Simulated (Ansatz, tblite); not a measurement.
# The cluster PtF2: one state, many levels

How do method and basis change the picture of the cluster PtF2 (singlet)?

Method: as each input shows; program: Ansatz 0.2.0, Gaussian basis.

Levels to be run: GFN1-xTB, GFN2-xTB, PBE-D4/def2-TZVP, r2SCAN-D4/def2-TZVP, revPBE-D4/def2-TZVP, HF/def2-TZVP, r2SCANh-D4/def2-TZVP, ωB97X-V/def2-TZVP, LDA/def2-TZVP, PBE-D4/def2-SVP, PBE0-D4/def2-SVP, PBE0-D4/def2-TZVPD, PBE-D4/def2-TZVPD, r2SCAN-D4/def2-TZVPD, CCSD(T)/def2-TZVPP, MP2/def2-TZVP, RPA/def2-TZVP, CCSD(T)/def2-TZVPD.

## (1) The geometry

The singlet was relaxed beforehand with PBE-D4/def2-TZVP. At that level it is the lowest of the isomers that a small search found.

3 atoms, charge 0, spin multiplicity 1.

Bond lengths: Pt1–F2 1.851 Å, Pt1–F3 1.851 Å. Angles: F2–Pt1–F3 135.1°.

Coordinates:

```xyz
3
F2Pt
Pt    0.4195    0.0228    0.2126
F     0.3742   -1.2556   -1.1250
F    -0.7937    1.2328    0.9124
```

Pt takes a core potential in the def2 sets. No spin-orbit coupling is included.

PBE0-D4/def2-TZVP was run before; its log isn't repeated, and its numbers join the tables.

## (2) GFN1-xTB

Tight binding, by tblite at 300 K electronic temperature and without a spin-polarisation term:

```python
tblite.interface.Calculator('GFN1-xTB', numbers, positions, charge=0, uhf=0).singlepoint()
```

Energy -396.3956 eV, HOMO -13.37 eV, LUMO -12.66 eV; 0.001 s.

## (3) GFN2-xTB

Tight binding, by tblite at 300 K electronic temperature and without a spin-polarisation term:

```python
tblite.interface.Calculator('GFN2-xTB', numbers, positions, charge=0, uhf=0).singlepoint()
```

Energy -380.3226 eV, HOMO -11.50 eV, LUMO -11.00 eV; 0.002 s.

## (4) PBE-D4/def2-TZVP

start.molden holds the orbitals of an earlier run on this state, given as this run's starting guess.

Input file in.yaml:

```yaml
crystal:
  periodic: [false, false, false]
  atoms:
    - {symbol: Pt, position_ang: [0.419505, 0.022811, 0.212609]}
    - {symbol: F, position_ang: [0.374173, -1.255640, -1.124966]}
    - {symbol: F, position_ang: [-0.793678, 1.232828, 0.912357]}
basis:
  gaussian: {orbitals: def2-TZVP, initial_orbitals: start.molden}
hamiltonian: {xc: pbe, dispersion: d4}
scf: {omitted_lower_state_checks: [starts]}
output: {orbitals: {seedname: orbitals}}
```

Started as:

```console
$ ansatz run in.yaml --threads 4 --pin off --events-out ev --progress --plain --max-ram 3916MiB
```

The runs that follow: r2SCAN-D4/def2-TZVP; revPBE-D4/def2-TZVP; HF/def2-TZVP; r2SCANh-D4/def2-TZVP; ωB97X-V/def2-TZVP; LDA/def2-TZVP; PBE-D4/def2-SVP; PBE0-D4/def2-SVP; PBE0-D4/def2-TZVPD; PBE-D4/def2-TZVPD; r2SCAN-D4/def2-TZVPD; CCSD(T)/def2-TZVPP; MP2/def2-TZVP; RPA/def2-TZVP; CCSD(T)/def2-TZVPD.

Before running them: what should the planned runs give, taken together? Wanted: gap in def2-TZVP, named functionals and Hartree-Fock, smallest and largest; correlation energy, CCSD(T)/def2-TZVPP; correlation energy, MP2/def2-TZVP; correlation energy, CCSD(T)/def2-TZVPD; binding an atom, functionals in def2-TZVP; PBE0 total energy, smallest basis above largest.

As calculated:

```
                                                                  quantity                            value
gap in def2-TZVP, named functionals and Hartree-Fock, smallest and largest  0.04 eV (PBE-D4), 11.50 eV (HF)
                                    correlation energy, CCSD(T)/def2-TZVPP                        -29.89 eV
                                         correlation energy, MP2/def2-TZVP                        -25.11 eV
                                    correlation energy, CCSD(T)/def2-TZVPD                        -25.73 eV
                                 binding an atom, functionals in def2-TZVP  2.20 (PBE0-D4) to 3.20 eV (LDA)
                           PBE0 total energy, smallest basis above largest   7.07 eV (def2-SVP, def2-TZVPD)
```

What this shows: Orbital gaps of the named functionals and Hartree-Fock in def2-TZVP span 0.04 eV (PBE-D4) to 11.50 eV (HF); exact exchange widens it. LDA leaves an empty level below a filled one, so this occupation isn't an aufbau state there; left out of the range. Notes on CCSD(T)/def2-TZVPP and its Hartree-Fock reference, which MP2 shares: restricted state is unstable towards broken spin symmetry.
